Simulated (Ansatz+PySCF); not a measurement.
The numbers below are computed, except where a source is named.
Input for Ansatz (development build ahead of 0.2.0):

```yaml
crystal:
  periodic: [false, false, false]
  atoms:
    - { symbol: O, position_ang: [0.0, 0.0, -2.13889] }
    - { symbol: O, position_ang: [0.0, 0.0, 2.13889] }
    - { symbol: B, position_ang: [30.0, 0.0, -0.20873] }
    - { symbol: H, position_ang: [30.0, 0.0, 1.04363] }
basis:
  gaussian: { orbitals: "6-31G" }
magnetization:
  initial_magnetization: 2
hamiltonian:
  xc: hf
scf:
  omitted_lower_state_checks: [starts, atomic_configurations, cluster_reference, orbital_swaps, given_window_search, neighbouring_geometries, increment]
```

The input is written out in the form of the current development build from the run's settings.

Output:

```json
{
  "Converged": "yes",
  "Total energy": "-174.54311 hartree",
  "Spin squared of the determinant": "2.000",
  "Stability test": "minimum among restricted orbitals"
}
```

Caution: an unrestricted determinant lies well below.
